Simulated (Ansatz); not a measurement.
How far each method lies from full CI for SiCl, quartet

Geometry: a point of a stretch scan, not a stationary point.

| atom | x (Å) | y (Å) | z (Å) |
| --- | --- | --- | --- |
| Si | 0.0000 | 0.0000 | 0.0000 |
| Cl | 0.0000 | 0.0000 | 2.4580 |

Basis 6-31G; Ansatz 0.2.0. Correlated methods freeze the noble-gas cores, which leaves 11 electrons in 16 orbitals. Prefix R: restricted or restricted open-shell reference; prefix U: unrestricted. Active spaces: pair = (5e, 5o) about the gap; valence = (11e, 8o) chosen from the atoms' valence shells.

Full CI is exact within this basis and frozen core; it isn't the basis-set limit. The frozen core follows each run's orbitals, which can shift R against U totals by a few meV.

For open shells CISD and CISDTQ are restricted-active-space CI with the open shells as a complete middle space.

The UHF ⟨S²⟩ is 3.789 and the T1 diagnostic (RCCSD) is 0.0222. The largest doubles amplitude (RCCSD) is 0.130 and the T1 diagnostic (UCCSD) is 0.0288.

```
                   level  E − E(full CI) (kJ/mol)  share of correlation (%)  wall time
                     RHF                    207.6                      0.00          –
                     UHF                    192.3                      7.33          –
                    RMP2                     41.1                     80.22          –
                    UMP2                     51.0                     75.44          –
                    CISD                     11.0                     94.72      2.1 s
                   RCCSD                      5.2                     97.48          –
                   UCCSD                      4.2                     97.96          –
                RCCSD(T)                      1.5                     99.30      2.7 s
                UCCSD(T)                      1.3                     99.38      2.7 s
                 BCCD(T)                      1.6                     99.25      2.2 s
                  RCCSDT                      0.3                     99.84          –
                  UCCSDT                      0.3                     99.87          –
                  CISDTQ                      0.3                     99.87       43 s
               RCCSDT(Q)                      0.1                     99.97      7.5 s
               UCCSDT(Q)                      0.0                    100.01        7 s
                 RCCSDTQ                      0.0                    100.00       71 s
                 UCCSDTQ                      0.0                    100.01       73 s
     CASSCF (pair space)                    141.5                     31.84          –
     NEVPT2 (pair space)                     27.1                     86.94      1.3 s
     MRCISD (pair space)                      7.7                     96.28          –
   MRCISD+Q (pair space)                      2.9                     98.59        2 s
  CASSCF (valence space)                    132.5                     36.15          –
  NEVPT2 (valence space)                     35.9                     82.71      1.3 s
  MRCISD (valence space)                      6.2                     97.02          –
MRCISD+Q (valence space)                      2.2                     98.92      2.5 s
```

The correlation energy at full CI, counted from RHF, is -2.151 eV. That run took 4.3 min on 1 thread of Arm Neoverse N1, shared host over 5,206,784 determinants.

Times hold each run's SCF and search for its determinant on a shared host, so for small cases they say little of a method's own cost; they ran on 1 thread of Arm Neoverse N1.

The full-CI state has the irrep A2 of C2v, in the program's axes (one component, if the state is degenerate).

Natural occupations of full CI about the gap: 1.991 1.986 1.986 1.933 1.008 0.997 0.997 0.051 0.012 0.012; effectively unpaired electrons, Σ n²(2−n)², 3.03.
